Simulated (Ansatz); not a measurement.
Mulliken charges of C₂ClF₃ (`FC(F)=C(F)Cl`) from PBE/def2-TZVPP in Ansatz (PBE0-D4/def2-TZVP geometry).

| atom | x (Å) | y (Å) | z (Å) | charge (e) |
| --- | --- | --- | --- | --- |
| F1 | 0.762 | -1.650 | 0.114 | -0.112 |
| C2 | -0.078 | -0.653 | 0.230 | 0.287 |
| F3 | -1.165 | -0.986 | 0.875 | -0.111 |
| C4 | 0.156 | 0.557 | -0.255 | 0.091 |
| F5 | 1.286 | 0.812 | -0.897 | -0.123 |
| Cl6 | -0.919 | 1.856 | -0.113 | -0.032 |

By hand: the dipole of these point charges (1 e Å = 4.8032 D).

Σ q r = (-0.093, -0.002, 0.047) e Å, of length 0.104 e Å = 0.50 D.

How does the dipole of the full density compare? (Best estimate.)

The calculation gave: (-0.068, 0.016, 0.029) e Å, 0.36 D; the point charges give 1.39 times that, at 14° from its direction.

Point charges leave out the atoms' own dipoles, such as those of lone pairs, and Mulliken's split depends on the basis, so the two needn't agree.
